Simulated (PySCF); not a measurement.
Consider ethenethione, `C=C=S` (C2H2S). Atom numbers as in the mapped SMILES `[CH2:1]=[C:2]=[S:3]`.

Computed at ωB97X-D3(BJ)/ma-def2-TZVP // PBE0-D3(BJ)/def2-SVP with PySCF (density fitting, grid level 2). Thermal corrections: PBE0-D3(BJ)/def2-SVP frequencies, unscaled, ideal gas at 298.15 K and 1 bar, quasi-RRHO entropy.

Task: What are the vertical and the adiabatic ionisation energy for forming the radical cation?

Result: 8.97 eV vertical and 8.89 eV adiabatic, the latter with zero-point energy.

Task: Where does the unpaired spin of the relaxed radical cation sit?

Result: C1 (alkene carbon) 0.62, S3 (thiocarbonyl sulfur) 0.60, C2 (carbonyl-type carbon) -0.18 (intrinsic atomic orbital populations).

Task: What oxidation potential follows in DMF (IEF-PCM), given that Fc+/Fc comes at 4.54 V absolute with this functional and basis?

Result: In the gas phase ΔG of oxidation is 8.867 eV, and solvation is -8.6 kJ/mol for the parent and -254.6 kJ/mol for the product, so the absolute potential is 6.32 V, or 1.77 V against Fc+/Fc. Fc+/Fc in DMF, 4.54 V, is ωB97X-D3(BJ)/ma-def2-TZVP on PBE0-D3(BJ)/def2-SVP structures with GFN2-xTB thermal terms. Benchmark calculations put it near 5.0 V in acetonitrile and DMSO, so it is about 0.5 V low, and the value against it can read up to that much too high. The solvent is electrostatics only, on gas-phase structures; the absolute scale refers to an electron at rest in vacuum.

Task: How far is −ε(HOMO) from the vertical value by ΔSCF?

Result: −ε(HOMO) = 8.89 eV, which is 0.08 eV below the ΔSCF value.

Differences come from unrounded values, so a last digit can differ from that of the printed terms.
